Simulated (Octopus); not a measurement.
**CH2FNS (SMILES [H]/N=C(/F)S), step by step**

Aim: energy and forces (PW92 LDA), then energy and gradient (PW92 LDA), then energy and gradient (PW92 LDA), then energy and forces (PW92 LDA), then energy and forces (PW92 LDA) of CH2FNS. The setting varied is the box margin. 

Program for the calculation: Octopus 16.4.

3 further runs of the same task are left out: 3 set aside as unsound or not needed.

### 1 The structure to begin with

CH2FNS: 6 atoms, total charge 0, spin state singlet. As SMILES, `[H]/N=C(/F)S`. The shape is that of a PBE0-D4/def2-TZVP optimisation. This is one conformer, not always the lowest.

Bond lengths: N1–C2 1.243 Å, C2–F3 1.332 Å, C2–S4 1.764 Å, N1–H5 1.013 Å, S4–H6 1.341 Å. Angles: N1–C2–F3 119.1°, N1–C2–S4 133.8°, F3–C2–S4 107.1°, C2–N1–H5 113.4°, C2–S4–H6 95.2°.

### 2 Energy and gradient at PW92 LDA (scalar, in the pseudopotentials, pseudodojo_lda potentials, box margin 3.49998 angstrom, extra states 0, grid spacing 0.170025 angstrom, mix field default) (run 4)

On the command line:

```
OMP_NUM_THREADS=1 octopus > gs.log
```

The program printed:

```text
Version                : 16.4
[... 98 lines left out ...]
** Warning:
[... 63 lines left out ...]
** Warning:
[... 32 lines left out ...]
Converged eigenvectors: 0
#  State  Eigenvalue [eV]  Occupation    Error
[... 9 lines left out ...]
Converged eigenvectors: 0
#  State  Eigenvalue [eV]  Occupation    Error
[... 49 lines left out ...]
Converged eigenvectors: 0
#  State  Eigenvalue [eV]  Occupation    Error
[... 9 lines left out ...]
Converged eigenvectors: 0
#  State  Eigenvalue [eV]  Occupation    Error
[... 6 lines left out ...]
Info: SCF converged in   17 iterations
** Warning:
**   Some of the states are not fully converged!
[... 1 line left out ...]
Octopus emitted 3 warnings.
```

Run time: 7.8 s. Hardware: 1 thread of AMD EPYC 9R45 (Zen 5), shared host; peak memory 0.1 GiB.

### 3 Energy and gradient at PW92 LDA (scalar, in the pseudopotentials, pseudodojo_lda potentials, box margin 4 angstrom, extra states 0, grid spacing 0.17 angstrom, mix field default) (run 5)

On the command line:

```
OMP_NUM_THREADS=1 octopus > gs.log
```

The program printed:

```text
Version                : 16.4
[... 98 lines left out ...]
** Warning:
[... 63 lines left out ...]
** Warning:
[... 32 lines left out ...]
Converged eigenvectors: 0
#  State  Eigenvalue [eV]  Occupation    Error
[... 9 lines left out ...]
Converged eigenvectors: 0
#  State  Eigenvalue [eV]  Occupation    Error
[... 49 lines left out ...]
Converged eigenvectors: 0
#  State  Eigenvalue [eV]  Occupation    Error
[... 9 lines left out ...]
Converged eigenvectors: 0
#  State  Eigenvalue [eV]  Occupation    Error
[... 6 lines left out ...]
Info: SCF converged in   17 iterations
** Warning:
**   Some of the states are not fully converged!
[... 1 line left out ...]
Octopus emitted 3 warnings.
```

Wall time 11 s (1 thread of AMD EPYC 9R45 (Zen 5), shared host); peak memory 0.13 GiB.

Runs 6 to 7 aren't shown in full; the table further down has their settings and results.

### 4 Energy and gradient at PW92 LDA (scalar, in the pseudopotentials, pseudodojo_lda potentials, box margin 7 angstrom, extra states 0, grid spacing 0.17 angstrom, mix field default) (run 8)

On the command line:

```
OMP_NUM_THREADS=1 octopus > gs.log
```

The program printed:

```text
Version                : 16.4
[... 98 lines left out ...]
** Warning:
[... 91 lines left out ...]
Converged eigenvectors: 0
#  State  Eigenvalue [eV]  Occupation    Error
[... 9 lines left out ...]
Converged eigenvectors: 0
#  State  Eigenvalue [eV]  Occupation    Error
[... 52 lines left out ...]
Converged eigenvectors: 0
#  State  Eigenvalue [eV]  Occupation    Error
[... 9 lines left out ...]
Converged eigenvectors: 0
#  State  Eigenvalue [eV]  Occupation    Error
[... 6 lines left out ...]
Info: SCF converged in   18 iterations
** Warning:
**   Some of the states are not fully converged!
[... 1 line left out ...]
Octopus emitted 2 warnings.
```

It took 47 s on 1 thread of AMD EPYC 9R45 (Zen 5), shared host; peak memory 0.39 GiB.

### 5 The series

```csv
run,level,box margin,grid spacing,energy (Eh),dipole moment (D),HOMO energy (eV),wall time
4,"PW92 LDA (scalar, in the pseudopotentials, pseudodojo_lda potentials, box margin 3.49998 angstrom, extra states 0, grid spacing 0.170025 angstrom, mix field default)",3.49998,0.170025,-53.153536,2.95,-6.88,7.8 s
5,"PW92 LDA (scalar, in the pseudopotentials, pseudodojo_lda potentials, box margin 4 angstrom, extra states 0, grid spacing 0.17 angstrom, mix field default)",4,0.17,-53.154963,2.94,-6.93,11 s
6,"PW92 LDA (scalar, in the pseudopotentials, pseudodojo_lda potentials, box margin 5 angstrom, extra states 0, grid spacing 0.17 angstrom, mix field default)",5,0.17,-53.155363,2.94,-6.94,19 s
7,"PW92 LDA (scalar, in the pseudopotentials, pseudodojo_lda potentials, box margin 6 angstrom, extra states 0, grid spacing 0.17 angstrom, mix field default)",6,0.17,-53.155384,2.94,-6.95,33 s
8,"PW92 LDA (scalar, in the pseudopotentials, pseudodojo_lda potentials, box margin 7 angstrom, extra states 0, grid spacing 0.17 angstrom, mix field default)",7,0.17,-53.155386,2.94,-6.95,47 s
```

Convergence of the total energy of singlet CH2FNS with the box margin, against the last point:

```csv
box margin,from the last (mEh),wall time
3.49998 Å,+1.850,7.8 s
4 Å,+0.423,11 s
5 Å,+0.022,19 s
6 Å,+0.001,33 s
7 Å,+0.000,47 s
```

Convergence of the dipole moment of singlet CH2FNS with the box margin, against the last point:

```csv
box margin,from the last (D),wall time
3.49998 Å,+0.0122,7.8 s
4 Å,+0.0045,11 s
5 Å,+0.0005,19 s
6 Å,+0.0000,33 s
7 Å,+0.0000,47 s
```

### 6 Outcome

| quantity | value |
| --- | --- |
| run 8, PW92 LDA: total energy | -53.15539 Eh |
| run 8, PW92 LDA: dipole moment | 2.94 D |
| run 8, PW92 LDA: HOMO energy | -6.95 eV |

What this shows: For the total energy of singlet CH2FNS to stay within 1 mEh of the last point, 4 Å is the first point of the series from which all later ones do (11 s against 47 s). For the total energy of singlet CH2FNS to stay within 0.1 mEh of the last point, 5 Å is the first point of the series from which all later ones do (19 s against 47 s). For the dipole moment of singlet CH2FNS to stay within 0.01 D of the last point, 4 Å is the first point of the series from which all later ones do (11 s against 47 s). Over the runs the total energy spans 0.050 eV. All runs together took 2 min, the longest 47 s.
